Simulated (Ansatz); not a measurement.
**C3H4ClF: energies of removing a hydrogen**

Computed with the Python package of Ansatz 0.2.0. Level of theory: PBE+D4/cc-pVDZ.

## (1) The structure

Bond lengths: C1–C2 1.486 Å, C2–Cl3 1.750 Å, C2–C4 1.374 Å, C4–F5 1.361 Å, C1–H6 1.095 Å, C1–H7 1.089 Å, C1–H8 1.106 Å, C4–H9 1.031 Å. Angles: C1–C2–Cl3 115.2°, C1–C2–C4 122.7°, Cl3–C2–C4 122.1°, C2–C1–H6 112.0°, C2–C1–H7 109.7°, C2–C1–H8 110.3°, H6–C1–H7 109.2°, H6–C1–H8 109.1°, H7–C1–H8 106.5°, C2–C4–F5 119.5°, C2–C4–H9 128.6°, F5–C4–H9 111.9°.

The script reads c3h4clf.xyz:

```xyz
9

C    -0.25710   -1.08010   -0.39260
C     0.35870    0.09630    0.27360
Cl    1.86810   -0.22200    1.10100
C    -0.19270    1.35400    0.21700
F     0.41930    2.38340    0.86280
H    -0.49740   -1.87550    0.32030
H     0.42250   -1.47000   -1.14890
H    -1.17960   -0.78080   -0.92430
H    -1.06800    1.65230   -0.24000
```

## (2) The script

Input file bde.py:

```python
# -*- coding: utf-8 -*-
import logging
import sys

import ansatz as az

logging.basicConfig(stream=sys.stdout, format='[%(levelname)s] %(message)s')
log = logging.getLogger('c3h4clf')
log.setLevel(logging.INFO)


def energy(molecule, charge=0, unpaired=0):
    calc = (
        molecule.calculation()
        .basis(gaussian='cc-pVDZ')
        .functional('PBE', dispersion='d4')
    )
    if charge:
        calc = calc.charge(charge)
    if unpaired:
        calc = calc.spin('collinear', total=unpaired)
    return calc.run(threads=1, pin='off').report['free_energy_ev']

def without(molecule, index):
    rest = az.Crystal.molecule()
    for i, site in enumerate(molecule.cartesian_sites):
        if i != index:
            rest = rest.atom(site.symbol, site.position_ang)
    return rest

c3h4clf = az.Crystal.molecule_from_extxyz('c3h4clf.xyz')

whole = energy(c3h4clf, 0)
hydrogen = energy(az.Crystal.molecule().atom('H', (0, 0, 0)), 0, 1)
log.info(f'E(molecule) = {whole:.5f} eV, E(H) = {hydrogen:.5f} eV')
for index in [7, 8]:
    radical = energy(without(c3h4clf, index), 0, 1)
    log.info(f'H{index}: homolysis {96.485332 * (radical + hydrogen - whole):.1f} kJ/mol')
```

## (3) Running it

Command:

```
$ python bde.py
```

What time and memory should one allow on 1 thread of Intel Xeon at 2.70GHz, shared host?

About 12 s, with a peak of 0.21 GiB.
